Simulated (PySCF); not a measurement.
## Where CCSD(T) holds and where it slips

Each species is computed at the geometry given (Å), with frozen cores, in PySCF 2.14.0: RHF-CCSD(T) for singlets, UHF-CCSD(T) otherwise, and full CI in the same basis. The script picks the determinant by trial CCSD, so it needn't be the lowest Hartree–Fock solution. States: Si2 singlet Σg⁺ or Δg, Al2H doublet A', SiH4⁺ doublet A'. Cases whose determinant has another symmetry than full CI's state, or whose (Q) step broke down, weren't drawn.

Judging by size, spin and bonding and the diagnostics given, rank them by the size of CCSD(T)'s error in total energy against full CI in the same basis, smallest first (an estimate).
A. Si2, singlet, 6-31G: Si 0.000 0.000 0.000; Si 0.000 0.000 1.788. T1 0.029, (T) -183 meV in a correlation energy of -4.03 eV
B. SiH4⁺, doublet, 6-31G: Si 0.000 0.004 -0.004; H -0.011 1.095 1.080; H -0.019 -1.206 1.214; H 0.017 1.088 -1.095; H 0.011 -1.087 -1.088. T1 0.021, (T) -31 meV in a correlation energy of -2.13 eV
C. Al2H, doublet, 6-31G: Al -1.102 0.000 0.735; Al 1.094 0.000 -0.797; H 0.226 0.000 1.661. T1 0.030, (T) -46 meV in a correlation energy of -2.25 eV

B (18.8 meV), C (24.9 meV), A (60.7 meV).

```
       species  basis  correlated electrons  CCSD(T) − full CI (meV)  CCSDT(Q) − full CI (meV)  unpaired electrons (full CI)     T1  ⟨S²⟩ of the determinant
SiH4⁺, doublet  6-31G                     7                     18.8                         –                          1.04  0.021                     0.83
 Al2H, doublet  6-31G                     7                     24.9                         –                          1.12  0.030                     0.81
  Si2, singlet  6-31G                     8                     60.7                      -3.3                          0.47  0.029                     0.00
```

Unpaired electrons are Σ n²(2−n)² over natural occupations; an open shell counts its own unpaired electrons too. Frozen cores follow each run's orbitals, which moves totals by a few meV. A dash: (Q) wasn't run for open shells.
